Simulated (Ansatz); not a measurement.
# PSi2: the cost of one run

The runs use Ansatz 0.2.0, Gaussian basis; def2-QZVPP, core rule «outside noble gas», up to 15 orbitals frozen.

The runs, in order: UHF; ROHF; CCSD(T) on UHF.

3 further runs of the same task are left out: 1 that didn't finish, 2 set aside as unsound or not needed. Runs told in other sessions of the task aren't counted.

## Step 1: What is computed

The geometry is a PBE0/def2-TZVP stationary point (not a proven minimum) of the parent state, kept for this charge and spin.

3 atoms, charge 0, spin multiplicity 6.

Atoms are counted from 1 here; the program's logs count them from 0.

Bond lengths: P1–Si2 2.102 Å, Si2–Si3 2.227 Å. Angles: P1–Si2–Si3 180.0°.

## Step 2: UHF

in.yaml reads:

```yaml
crystal:
  periodic: [false, false, false]
  atoms:
    - {symbol: P, position_ang: [0.000000, 0.000000, -2.143900]}
    - {symbol: Si, position_ang: [0.000000, 0.000000, -0.041700]}
    - {symbol: Si, position_ang: [0.000000, 0.000000, 2.185600]}
basis:
  gaussian: {orbitals: "def2-QZVPP.json"}
magnetization: {spin_polarized: true, initial_magnetization: 5}
hamiltonian: {xc: hf}
output: {orbitals: {seedname: orbitals}}
```

The run is started by

```
$ ansatz run in.yaml --threads 1 --pin off --events-out ev --progress --plain --max-ram 2393MiB
```

Q: Estimate wall time and peak memory on 1 thread of Arm Neoverse V1, shared host.

About 78 s, with a peak of 0.74 GiB.
